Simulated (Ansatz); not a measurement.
C2H5NOS (`CSC(=N)O`), relaxed with RKS PBE0-D4/def2-TZVP in Ansatz 0.2.0 from a PBE-D4/def2-SVP geometry. The force threshold is 0.005 eV/Å; the program also tests the step.

Total charge 0; spin multiplicity 1.

Start:

```xyz
10

C    -0.472   -1.435   -0.862
S    -1.199    0.143   -0.313
C     0.157    0.948    0.519
N     0.121    2.092    1.085
O     1.297    0.215    0.505
H    -1.284   -1.971   -1.389
H     0.371   -1.262   -1.556
H    -0.131   -2.035    0.002
H    -0.807    2.533    1.020
H     1.947    0.770    0.989
```

```csv
step,energy (eV),largest force (eV/Å),largest move (Å)
1,-16520.3746,1.013,0.000
2,-16520.4214,0.356,0.033
3,-16520.4277,0.117,0.016
4,-16520.4281,0.020,0.004
5,-16520.4281,0.016,0.003
6,-16520.4282,0.010,0.002
7,-16520.4282,0.005,0.001
```

End:

```xyz
10

C    -0.467   -1.418   -0.853
S    -1.180    0.139   -0.303
C     0.158    0.933    0.514
N     0.110    2.067    1.066
O     1.295    0.219    0.512
H    -1.275   -1.940   -1.368
H     0.355   -1.249   -1.545
H    -0.131   -2.014   -0.008
H    -0.804    2.499    0.997
H     1.939    0.764    0.987
```

Hardware: 4 threads of an Arm Neoverse V2 on a shared host. Wall time 23 s, peak host memory 0.45 GiB.
